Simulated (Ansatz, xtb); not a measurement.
Homolysis of single bonds, series Sn Cl-H. Isolated molecules, 0 K electronic values unless said otherwise. Strings in code marks are SMILES.

Quantity: homolytic bond dissociation enthalpy at 298 K (no spin–orbit term), in kcal/mol. Thermal and zero-point terms are GFN2-xTB rigid-rotor harmonic values (xtb).

A: Cl–Sn bond of `[Cl][SnH2][Cl]`, giving `[Cl]` and `[Cl][SnH2]`
B: Cl–Sn bond of `[Cl][Sn]([Cl])([Cl])[Cl]`, giving `[Cl]` and `[Cl][Sn]([Cl])[Cl]`
C: Cl–Sn bond of `[Cl][SnH3]`, giving `[Cl]` and `[SnH3]`

Q: Order them by homolytic bond dissociation enthalpy at 298 K (no spin–orbit term) (lowest first) at the level frozen-core MP2/def2-TZVPP // B3LYP-D3(BJ)/def2-TZVP (Ansatz, a first-principles code).

A: B (88.1 kcal/mol), A (92.7 kcal/mol), C (93.3 kcal/mol)
